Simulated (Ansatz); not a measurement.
# H$_{2}$Al–C, quartet along the distance Al1-C2

Starting geometry (PBE0/def2-TZVP stationary point for this spin, not checked as a minimum):

```xyz
4

Al    0.0000    0.0000    0.5276
C     0.0000    0.0000   -1.3972
H     0.0000    1.3990    1.2626
H     0.0000   -1.3990    1.2626
```

From there C2 moves along the line of the two atoms named below, all else staying in place; atoms are numbered as listed. Energies are in kcal/mol, counted from the starting geometry at the same level. Kohn–Sham curves are unrestricted where that lies lower.

Basis 6-31G; Ansatz 0.2.0. Correlated methods freeze the noble-gas cores.

Full CI is exact within this basis and frozen core; it isn't the basis-set limit.

| distance Al1-C2 (Å) | B2PLYP |
| --- | --- |
| 1.504 | 70.7 |
| 1.702 | 16.5 |
| 1.925 | 0.0 |
| 2.110 | 2.3 |
| 2.374 | 14.9 |
| 2.632 | 29.3 |
| 3.033 | 46.7 |
| 3.571 | 57.8 |
| 4.150 | 62.0 |
| 5.120 | 63.6 |
| 6.639 | 63.9 |

**Question.** Estimate the full CI curve in 6-31G from this one, knowing how B2PLYP errs.

**Answer.** The computed full CI values, in kcal/mol from the starting point, and the error of B2PLYP against them:
```
distance Al1-C2 (Å)  full CI  B2PLYP less full CI
              1.504     75.3                 -4.6
              1.702     18.3                 -1.8
              1.925      0.0                  0.0
              2.110      1.5                  0.8
              2.374     13.7                  1.2
              2.632     28.3                  1.0
              3.033     46.9                 -0.2
              3.571     58.5                 -0.7
              4.150     61.7                  0.3
              5.120     62.7                  0.9
              6.639     63.0                  0.9
```

The error spans 5.8 kcal/mol and is largest, -4.6 kcal/mol, at 1.504 Å.
